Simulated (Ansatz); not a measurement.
```xyz
2

B     0.0149   -0.0141   -0.1631
H     0.0091    0.0172    1.0897
```

RHF-MP2 on singlet BH was run in several spherical basis sets with Ansatz (development build ahead of 0.2.0). Frozen core: 1 orbital.

Problem. Rank the basis sets by the total energy that they give, lowest first, with the distance from the lowest.
A. STO-3G
B. def2-TZVP
C. aug-cc-pVDZ

Solution. B (0.00 eV), C (0.32 eV), A (11.40 eV).

Totals follow the description of the cores as much as that of the bonds, so this order isn't one of quality for chemistry.
